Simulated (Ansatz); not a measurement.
System: zinc-blende BeTe. Method: r²SCAN0 (PAW; Ansatz, a quantum-chemistry and plane-wave program).

Run with plane-wave cutoff 520 eV, 8×8×8 k mesh, Fermi–Dirac smearing 0.01 eV, scalar-relativistic PAW data made under PBE.

Energies at three volumes about the minimum:

| V (Å³/atom) | E − E_lowest (meV/atom) |
|---|---|
| 21.789 | 2.31 |
| 22.115 | 0.00 |
| 22.906 | 2.21 |

### Question
Fit a parabola by hand: where is the minimum, what lattice constant follows, and what is the bulk modulus?

### Answer
Slopes: (0.00 − 2.31)/(22.115 − 21.789) = -7.086 and (2.21 − 0.00)/(22.906 − 22.115) = 2.794 meV/Å³. Curvature E″ = 2 × (2.794 − (-7.086))/(22.906 − 21.789) = 17.690 meV/Å⁶. From the middle of the first interval, the slope vanishes at V0 = 21.9520 − (-7.086)/17.690 = 22.353 Å³/atom. B = V0 E″ = 22.353 × 17.690 meV/Å³ × 0.1602 GPa per meV/Å³ = 63.4 GPa. With 8 atoms in the cube, a = (8 × 22.353)^(1/3) = 5.634 Å. The full Birch–Murnaghan fit to all volumes gives V0 = 22.341 Å³/atom and B0 = 62.1 GPa.

Measured, for comparison: bulk modulus 67 GPa (room temperature, no zero-point or thermal correction; as tabulated in Elmahjoubi et al. (2023), arXiv:2303.01780); lattice constant a 5.626 Å (temperature not stated, no zero-point or thermal correction; as tabulated in Bernardini et al. (2000), arXiv:cond-mat/0007180). Computed (rounded) less measured: bulk modulus -7 %.
